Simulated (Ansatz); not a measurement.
A run of Ansatz (development build ahead of 0.2.0) on singlet C₃H₄ at this shape:

```xyz
7

C     0.0000    0.0000   -0.9234
C     0.0000    0.7002    0.5378
C     0.0000   -0.7002    0.5378
H     0.9922    0.0000   -1.5809
H    -0.9922    0.0000   -1.5809
H     0.0000    1.7169    1.1247
H     0.0000   -1.7169    1.1247
```

Its results:

| Property | Result |
| --- | --- |
| Converged | yes |
| Reference energy | -115.80593 hartree |
| Correlation energy | -0.50312 hartree |
| Total energy | -116.30905 hartree |
| Spin squared of the determinant | 0.000 |

Problem. Which input gives this output? Name the method, the orbitals and the basis set, and write the input.

Solution. RHF-MP2 in cc-pVTZ. An unrestricted run that stays on the closed shell gives the same numbers.

```yaml
crystal:
  periodic: [false, false, false]
  atoms:
    - { symbol: C, position_ang: [0.0, 0.0, -0.92344] }
    - { symbol: C, position_ang: [0.0, 0.70021, 0.53776] }
    - { symbol: C, position_ang: [0.0, -0.70021, 0.53776] }
    - { symbol: H, position_ang: [0.9922, 0.0, -1.58093] }
    - { symbol: H, position_ang: [-0.9922, 0.0, -1.58093] }
    - { symbol: H, position_ang: [0.0, 1.71686, 1.1247] }
    - { symbol: H, position_ang: [0.0, -1.71686, 1.1247] }
basis:
  gaussian: { orbitals: cc-pVTZ }
hamiltonian:
  xc: hf
correlation:
  method: mp2
  frozen_orbitals: { C: 1, H: 0 }
```

Caution: no unrestricted run beside it, a lower state can exist.
